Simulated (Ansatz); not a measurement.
Species: C$_{4}$H$_{5}$, charge 0, multiplicity 2. It need not be the lowest isomer of its formula. 
Geometry from a B3LYP-D3(BJ)/def2-TZVP (Ansatz, a first-principles code) optimisation:
```xyz
9

C     -0.0053    -0.0782     0.2567
C      0.2143    -0.7195    -0.9044
C     -0.0642     0.7377    -1.0065
C     -0.1166    -0.0650     1.6084
H      0.4355    -1.6249    -1.4394
H      0.7505     1.4246    -1.2346
H     -1.0319     1.0739    -1.3780
H      0.0155    -0.9720     2.1842
H     -0.3393     0.8482     2.1424
```
Charge 0, spin multiplicity 2.

Parts of the frozen-core correlation energy in 6-31G (Ansatz, hartree). Frozen orbitals: 4; correlated occupied orbitals by spin: 11 and 10; virtual: 31 and 32. Open shells are spin-unrestricted. Spin-orbit coupling is left out. Non-relativistic.

```tsv
term	value
reference (HF)	-154.19857
MP2 opposite-spin	-0.24207
MP2 same-spin	-0.07335
CCSD correlation	-0.36571
(T)	-0.01085
T1 diagnostic	0.027
largest doubles amplitude	0.116
<S^2> of the reference	0.966
```
